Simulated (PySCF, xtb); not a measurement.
SiF4, SMILES F[Si](F)(F)F.

Harmonic wavenumbers (cm⁻¹) from GFN2-xTB (xtb 6.7.1) at its own minimum, in rising order: 170, 170, 270, 270, 270, 787, 1017, 1018, 1018.

Question: What does ωB97X-D3(BJ)/def2-SVP (PySCF 2.14.0) give at its own minimum? (An estimate is asked for; the answer gives what the named calculation found.)

Answer: 250, 250, 372, 372, 372, 787, 1037, 1037, 1037. Paired by order, the mean absolute difference is 58 cm⁻¹ and the zero-point energies are 7.1 and 7.9 kcal/mol.
